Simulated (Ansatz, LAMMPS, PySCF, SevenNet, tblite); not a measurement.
**Zinc-blende GaAs, cohesive energy**

Reference value: 3.34 eV/atom (measured, static lattice: zero-point vibration energy added, our sources range from 3.34 to 3.39; as tabulated in Mejia-Rodriguez and Trickey (2018), arXiv:1807.09216).

```csv
level (code),value (eV/atom),cell (Å³/atom),error (eV/atom)
BOP GaAs.bop.table (LAMMPS),3.37,22.71,+0.03
GFN2-xTB (tblite),3.85,27.62,+0.51
SevenNet-0,3.22,23.78,-0.12
LDA (Ansatz),4.04,21.99,+0.70
PBE (Ansatz),3.15,23.71,-0.19
rVV10 (Ansatz),3.37,24.13,+0.03
r²SCAN+rVV10 (Ansatz),3.49,22.50,+0.15
HSE06 (Ansatz),3.16,22.94,-0.18
LC-ωPBE (Ansatz),3.16,21.63,-0.18
Hartree–Fock (PySCF),1.75 ± 0.1,23.68,-1.59
MP2 (PySCF),3.61 ± 0.2,23.12,+0.27
CCSD (PySCF),3.24 ± 0.2,23.34,-0.10
```

Leaving aside GFN2-xTB (doubt noted below), SevenNet-0 (doubt noted below): Once the reference is moved by up to 0.05 eV/atom (a margin picked here for doubts on the reference and the settings) and values within 0.03 eV/atom count as equal, the nearest can be BOP GaAs.bop.table (+0.03 eV/atom), rVV10 (+0.03 eV/atom) or CCSD (-0.10 eV/atom). Farthest off among them: Hartree–Fock (-1.59 eV/atom). Within 0.5 eV/atom: BOP GaAs.bop.table, PBE, rVV10, r²SCAN+rVV10, HSE06, LC-ωPBE, MP2, CCSD.

Free atoms are spin-polarised, in the lowest state found; at levels without +SOC their spin–orbit coupling is left out.  A ± on a computed value is a rough bar: the spread of its extrapolation, a floor set from checks against published values, or a statistical error. GFN2-xTB: the free atoms are run in the same model without spin. GFN2-xTB: the method was fitted mainly to molecules. GFN2-xTB: the run uses a supercell at the zone centre in place of a k mesh. SevenNet-0: free atoms can lie outside what these potentials were trained on. Each level is taken at its own relaxed cell. Cutoffs and k meshes differ between the levels. Ansatz's density-functional and Hartree–Fock values are scalar-relativistic unless marked +SOC, with PAW data made under PBE.

Empirical potentials (BOP GaAs.bop.table) are fitted to chosen data: where that held the value shown, agreement is built in, and what lay outside the fit can be far off. Machine-learned potentials (SevenNet-0) are trained on DFT data: a solid inside that data is no test of them.

Differences are worked out from the printed values.

Ansatz is a program for electronic structure.
